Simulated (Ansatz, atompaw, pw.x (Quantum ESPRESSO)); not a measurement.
## Equation-of-state test of one PAW (atompaw) potential (tantalum (Ta))

```json
{
  "Element": "tantalum",
  "Generator": "atompaw 4.2.0.5",
  "Type": "PAW",
  "Functional": "PBE",
  "Relativity": "scalar-relativistic",
  "Frozen core": "[Kr] 4d10 4f14",
  "Valence charge": "13",
  "Reference configuration": "5s2 5p6 5d3.5 6s1.5 6p0",
  "Partial waves": "5s (bound): rc 1.52 bohr; 6s (bound): rc 2.46 bohr; 5p (bound): rc 1.32 bohr; 6p (bound, empty): rc 2.46 bohr; 5d (bound): rc 2.46 bohr; 5d channel at 2.5 Ry: rc 2.46 bohr",
  "Local potential": "bessel scheme, radius 1.92 bohr",
  "Core correction": "smooth core density matched at 2.38 bohr",
  "Augmentation charge": "sinc compensation charge, radius 2.14 bohr; PAW radius 2.46 bohr; waves and projectors: custom polynom vanderbiltortho"
}
```

Crystal test: bcc Ta in pw.x 7.5, no spin, 14³ k-points, Fermi–Dirac smearing 0.01 Ry, cutoffs 85/850 Ry. The reference is all-electron LAPW (Ansatz 0.2.0) with the same functional, mesh and smearing; V0 and B0 come from Birch–Murnaghan fits to the pressures at five volumes. Errors are pseudo minus all-electron; Δ is the rms difference of the E(V) curves that follow from these fits, minima aligned, over ±6 % about the mean V0. Mesh and smearing are coarse, so the numbers serve the comparison and aren't converged zero-temperature values; the lattice is a test structure that the element need not adopt.

```csv
V (Å³/atom),P all-electron (GPa),P pseudo (GPa)
17.282,12.43,11.04
17.737,6.48,5.17
18.192,1.22,-0.02
18.647,-3.44,-4.61
19.102,-7.57,-8.68
```

All-electron: a0 = 3.321 Å (V0 = 18.31 Å³/atom), B0 = 193.2 GPa.

Pseudopotential: mean pressure error (GPa): -1.24; a0 (Å): 3.314; a0 error (%): -0.21; B0 error (%): +1.1; Δ (meV/atom): 4.9.

Task: At the middle volume, how do free energy and pressure move when the wave cutoff is lowered (ecutrho held at 850 Ry)?

Result:

```
cutoff (Ry)  shift of F (meV/atom)  shift of P (GPa)
         38                 +174.0             -5.68
         51                  +17.7             -0.51
         68                   +9.8             -0.04
```

The run at the middle volume (104 k-points, 9 iterations) took about 22 s on one core of a shared host (Intel(R) Xeon(R) 6975P-C, 192 threads, 378 GiB, load 52).
